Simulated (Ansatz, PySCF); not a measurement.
Gas-phase reaction in SMILES: C[SiH2] → C[SiH2-] (an electron is taken up)
Structures are relaxed separately at B3LYP-D3(BJ)/def2-TZVP in Ansatz (an electronic-structure program).

Wanted: adiabatic electron affinity (0 K, with B3LYP-D3(BJ) harmonic zero-point energies from PySCF), positive where the reaction releases energy, in eV. Valence correlation only, unless marked. UHF or UKS for open shells. Spin-orbit coupling is left out. No relativistic terms. Anions need diffuse functions: aug- sets have them; def2-D sets add few; the other sets have none. CBS marks a two-point X^-3 extrapolation of the correlation energy; Hartree-Fock from the larger set. [CCSD(T)-MP2]/basis is that difference in the basis named.

RI-MP2/CBS(def2-TZVPPD,def2-QZVPPD)+[CCSD(T)-MP2]/def2-TZVPPD (Ansatz) gives 1.15 eV.

Problem. Another calculation gave 0.97 eV. Which level was it?
A. MN15/def2-TZVPD (PySCF)
B. HF/def2-TZVPD (PySCF)
C. TPSSh/def2-TZVPD (PySCF)
D. SVWN5/def2-TZVPD (Ansatz)

Solution. C, TPSSh/def2-TZVPD (PySCF). The others give 1.08 (MN15), -0.12 (HF), 1.23 (SVWN5) eV.
